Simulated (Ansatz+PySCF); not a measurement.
A calculation with PySCF 2.14.0.

```python
from pyscf import gto, scf

mol = gto.M(atom="""
O 0.000000 0.000000 -0.108960
H 0.000000 0.000000 0.871680
""", basis='def2-svp', charge=-1, spin=0)
mf = scf.RHF(mol)
mf.init_guess = 'minao'
mf.kernel()
while True:  # follow internal instabilities
    mo, _, stable, _ = mf.stability(return_status=True)
    if stable: break
    mf.kernel(mf.make_rdm1(mo, mf.mo_occ))
print(mf.converged, mf.e_tot, mf.spin_square()[0])
```

The script is written out from the run's settings.

Output:

```yaml
Converged: yes
Total_energy: -75.26731 hartree
Spin_squared_of_the_determinant: 0.000
```

Caution: no diffuse functions for an anion.
